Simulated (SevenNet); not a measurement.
**B20 (FeSi-type) FeSi**

Level of theory: the machine-learned potential SevenNet-0 (trained on PBE and PBE+U data).

Cell (relaxed at this level):

```cif
data_Fe4Si4
_chemical_formula_sum 'Fe4 Si4'
_space_group_name_H-M_alt 'P213'
_space_group_IT_number 198
_space_group_name_Hall 'P 2ac 2ab 3'
_cell_length_a 4.44858
_cell_length_b 4.44858
_cell_length_c 4.44858
_cell_angle_alpha 90.000
_cell_angle_beta 90.000
_cell_angle_gamma 90.000
loop_
_atom_site_label
_atom_site_type_symbol
_atom_site_symmetry_multiplicity
_atom_site_Wyckoff_symbol
_atom_site_fract_x
_atom_site_fract_y
_atom_site_fract_z
_atom_site_occupancy
Fe1 Fe 4 a 0.13673 0.13673 0.13673 1
Si1 Si 4 a 0.84141 0.84141 0.84141 1
```

- lattice constant a: 4.449 Å
- equilibrium volume per atom: 11.00 Å³/atom

Measured, for comparison: lattice constant a 4.483 Å, equilibrium volume per atom 11.26 Å³/atom (temperature not stated, not corrected to a static lattice; as tabulated in Wikipedia's data pages). Computed (rounded) less measured: lattice constant a -0.8 %, equilibrium volume per atom -2.3 %. A static lattice is as a rule a little smaller and stiffer than an uncorrected measurement, which narrows the difference in the lattice constant a and would widen misses of the other sign.

A machine-learned potential is trained on density-functional data: it inherits that level's misses and adds fitting errors of its own.
